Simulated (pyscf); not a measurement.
Optimised with ωB97X-D3(BJ)/def2-SVP in PySCF. Correlated levels are frozen-core, on RHF or UHF. ΔMP2 is the change of the MP2 total energy from the triple- to the quadruple-zeta basis.

SMILES: [NH2][SnH3]
```xyz
7

N     -0.3044    -0.1013    -1.0989
Sn    -0.6011    -1.9403    -0.2650
H      0.6744     0.1142    -1.2805
H     -0.8138     0.0424    -1.9691
H      0.2825    -1.9492     1.1953
H     -2.2797    -2.0712     0.0155
H     -0.0789    -3.2360    -1.2654
```

Problem. What is the homolytic dissociation enthalpy (298 K, CCSD(T)/def2-TZVPP + ΔMP2(QZVPP)) of the N–Sn bond of H₂N–SnH₃ (SMILES [NH2][SnH3]), to NH₂• + SnH₃•?

Solution. N–Sn to NH₂• + SnH₃•: 3.27 eV. The CCSD(T) − MP2 part came from Ansatz, without density fitting, on the same reference. The frozen core leaves the outer d or s,p core shells of the metals and heavy elements correlated in the MP2 and CC values, and def2-TZVPP describes them poorly, which can shift differences by a few kcal/mol. Elements past Kr carry the def2 core potentials, without spin-orbit coupling.
